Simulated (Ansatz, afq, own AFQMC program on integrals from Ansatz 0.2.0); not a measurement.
# Pt, quintet: AFQMC among the cluster methods

A free Pt atom.

Basis def2-SVP with its core potentials. Only valence electrons are correlated. Ansatz 0.2.0 and our own AFQMC program on the same integrals; the CISD trial comes from CCSD amplitudes, and released means the phaseless constraint is let go. Uncertainties: one standard error, sampling alone. No spin–orbit coupling. The metal's outer-core s and p shells are frozen, which shifts wave-function levels against functionals.

Determinant: UHF, the one that the program's search chose, which needn't be the lowest solution.

No full CI on the walks' own integrals is used here; CCSDTQ serves as the reference and is uncertain by about the last step of the cluster series.

Cautions: no spin-orbit coupling; outer-core shells of the metal frozen; another spin lies lower (by 4.65 eV); the released energies move by 1.5 errors or more from one time to the next, so no released level is given (meV from the phaseless value at times in 1/Eh: -4.4 ± 2.3 at 0.60, -3.1 ± 1.2 at 1.20, 0.5 ± 2.4 at 2.00, -12.0 ± 2.2 at 3.00, -308 ± 303 at 4.20).

* T1 diagnostic: 0.0170
* weight of the determinant in the CISD state: 0.939
* ⟨S²⟩ of the determinant: 6.003
* size of the correlated space: 10 electrons in 28 orbitals

```csv
level,correlation energy (eV)
MP2,-4.1635
CCSD,-4.2431
CCSD(T),-4.2959
```

Question: Estimate where phaseless AFQMC with a CISD trial lies against CCSD(T) on the same integrals.

Answer: 0.4 ± 0.2 kJ/mol below CCSD(T).

Reference: CCSDTQ, correlation energy -4.364 eV.

```json
{"level": "CCSD(T)", "E − E(reference) (kJ/mol)": "6.6", "share of correlation (%)": "98.44"}
{"level": "CCSDT", "E − E(reference) (kJ/mol)": "1.6", "share of correlation (%)": "99.61"}
{"level": "CCSDT(Q)", "E − E(reference) (kJ/mol)": "0.3", "share of correlation (%)": "99.93"}
{"level": "ph-AFQMC/HF", "E − E(reference) (kJ/mol)": "10.4 ± 1.5", "share of correlation (%)": "97.52"}
{"level": "ph-AFQMC/CISD", "E − E(reference) (kJ/mol)": "6.2 ± 0.2", "share of correlation (%)": "98.53"}
```

CCSDT and higher add their correlation energy to the determinant of the CCSD(T) run, since their own runs factorise the integrals more tightly (a shift of under 2 meV).
